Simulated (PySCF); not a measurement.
Species: ozone, O$_{3}$ (charge 0, singlet). SMILES: O=[O+][O-]
Geometry: optimised at B3LYP-D3(BJ)/def2-TZVP (Ansatz).

Wanted: atomisation energy, in kcal/mol. Set-up: open shells spin-unrestricted; no spin-orbit coupling; no dispersion term unless named; atomisation electronic, to ground-state atoms; non-relativistic; 6-31G* and kin with 6d, 5d where marked. First-principles rows: single points at B3LYP-D3(BJ) geometries (Ansatz).

```tsv
species	coefficient	E at M06-2X/6-31G* (5d) (PySCF), Eh	E at M06-2X/def2-TZVPD (PySCF), Eh
O=[O+][O-]	-1	-225.29839	-225.40859
O atom	+3	-75.03133	-75.06660
```

 1 Eh = 627.5095 kcal/mol.

Q: Work the quantity out at each level.

A: 
- M06-2X/6-31G* (5d): the sum of coefficient times E is 0.20440 Eh, or 128.26 kcal/mol. Result: 128.3 kcal/mol.
- M06-2X/def2-TZVPD: the sum of coefficient times E is 0.20879 Eh, or 131.02 kcal/mol. Result: 131.0 kcal/mol.
